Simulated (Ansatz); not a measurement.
**BNH3 (quartet): wave-function methods side by side, def2-TZVPP**

One table from this session's results is given with a row withheld; the runs are named, their logs left out.

Computed with Ansatz 0.2.0, Gaussian basis. Level: def2-TZVPP, core rule «outside noble gas», up to 2 orbitals frozen.

Plan: UHF; ROHF; CCSD(T) on UHF.

2 further runs of the same task are left out: 2 set aside as unsound or not needed.

## The geometry

The geometry is a PBE0/def2-TZVP stationary point (not a proven minimum) of the parent state, kept for this charge and spin.

5 atoms, charge 0, spin multiplicity 4.

Atoms are counted from 1 here; the program's logs count them from 0.

Bond lengths: B1–N2 1.374 Å, B1–H3 1.195 Å, N2–H4 1.011 Å, N2–H5 1.007 Å. Angles: N2–B1–H3 125.1°, B1–N2–H4 123.7°, B1–N2–H5 123.2°, H4–N2–H5 113.1°.

As a file:

```xyz
5

B     0.0000   -0.1798    0.7865
N     0.0000    0.0674   -0.5650
H     0.0000    0.6578    1.6392
H     0.0000    0.9957   -0.9652
H     0.0000   -0.6620   -1.2589
```

Set-up of the first run:

in.yaml reads:

```yaml
crystal:
  periodic: [false, false, false]
  atoms:
    - {symbol: B, position_ang: [0.000000, -0.179775, 0.786527]}
    - {symbol: N, position_ang: [0.000000, 0.067403, -0.564987]}
    - {symbol: H, position_ang: [0.000000, 0.657847, 1.639246]}
    - {symbol: H, position_ang: [0.000000, 0.995722, -0.965199]}
    - {symbol: H, position_ang: [0.000000, -0.661987, -1.258945]}
basis:
  gaussian: {orbitals: def2-TZVPP}
magnetization: {spin_polarized: true, initial_magnetization: 3}
hamiltonian: {xc: hf}
output: {orbitals: {seedname: orbitals}}
```

Command:

```bash
> ansatz run in.yaml --threads 1 --pin off --events-out ev --progress --plain --max-ram 4096MiB --backend cpu
```

Steps of the session up to this table: UHF; ROHF; CCSD(T) on UHF.

One table of the session follows, with a row left open; its other results are not shown here.

```
  method  from UCCSD(T) (meV)
    ROHF              +7983.3
     UHF              +7793.4
    UMP2                    ?
   UCCSD               +216.3
UCCSD(T)                    0
```

**Question.** Estimate the row for UMP2.

As computed: from UCCSD(T) (meV): +1014.1. In the column «from UCCSD(T) (meV)» it lies between UCCSD (+216.3) and UHF (+7793.4).
